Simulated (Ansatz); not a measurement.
Basis-set extrapolation for C₃H₆ClF, SMILES `CC(F)CCl` (PBE0-D4/def2-TZVP geometry, frozen core, Ansatz 0.2.0). Multiplicity 1, RHF reference.

```tsv
	def2-TZVPP	def2-QZVPP
HF	-676.140542	-676.163061
MP2 correlation	-0.957668	-1.035024
CCSD(T) correlation	-1.042520	not run
```

Energies in hartree. Use E(X) = E(∞) + A·exp(−7.88·√X) for Hartree–Fock and E(X) = E(∞) + B·X^(−2.97) for correlation, with X = 3 and 4, and add CCSD(T) minus MP2 of the smaller set to the MP2 limit.

Question: What is the CCSD(T) energy at the basis-set limit?

Answer: HF limit: -676.163061 + (-0.022519) × 0.13774 = -676.16616. MP2 limit: -1.035024 + (-0.077356) × 0.74074 = -1.09232. Higher-order term: -1.042520 − (-0.957668) = -0.08485. Total: -677.34333 hartree, 420.8 kJ/mol below CCSD(T)/def2-TZVPP.
